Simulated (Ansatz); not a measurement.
Structure relaxation of W

Level of theory: DFT r2SCAN, scalar-relativistic, plane waves, PAW in Ansatz 0.2.0. Cutoff 500 eV, Γ-centred k mesh, Gaussian smearing, no spin polarisation in the final step.

The start puts W on the omega structure type (P6/mmm, No. 191), at a guessed volume.

```xyz
3
Lattice="4.7117 0.0000 0.0000 -2.3559 4.0805 0.0000 0.0000 0.0000 2.8885" Properties=species:S:1:pos:R:3 pbc="T T T"
W     0.0000    0.0000    0.0000
W     0.0000    2.7203    1.4443
W     2.3559    1.3602    1.4443
```

Cell and atoms relax at zero pressure; the relaxation can't lower the symmetry of the start. After a coarse first stage the cell is made exact in the group found at 0.06 Å.

Energies count from the standard state of W at the same level.

Which crystal results?

It keeps P6/mmm (No. 191). The result has the omega structure. Conventional cell: a = 4.672 Å, c = 2.586 Å. W on Wyckoff site a (1 atom of the primitive cell) has 2 W at 2.59 Å and 12 W at 2.99 Å; W on Wyckoff site d (2 atoms of the primitive cell) has 5 W at 2.59–2.70 Å and 6 W at 2.99 Å.

```
W
1.0
     4.67165    0.00000    0.00000
    -2.33582    4.04577    0.00000
     0.00000    0.00000    2.58574
W
3
Direct
  0.00000 0.00000 0.00000
  0.33333 0.66667 0.50000
  0.66667 0.33333 0.50000
```

What are its volume, energy, density and gap?

The volume per atom is 16.29 Å³. The density is 18.74 g/cm³ and the energy over the standard structure is 0.61 eV/atom. The gap on the 12×12×18 mesh is 0 eV (a metal).

The final run used a 12×12×18 mesh on its 3-atom cell and 0.10 eV smearing. The k mesh leaves about 4 meV/atom of noise in metals. Spin–orbit coupling is left out. Symmetry constrained the relaxation, so the result can be a saddle point.

This form isn't the element's structure at ambient conditions.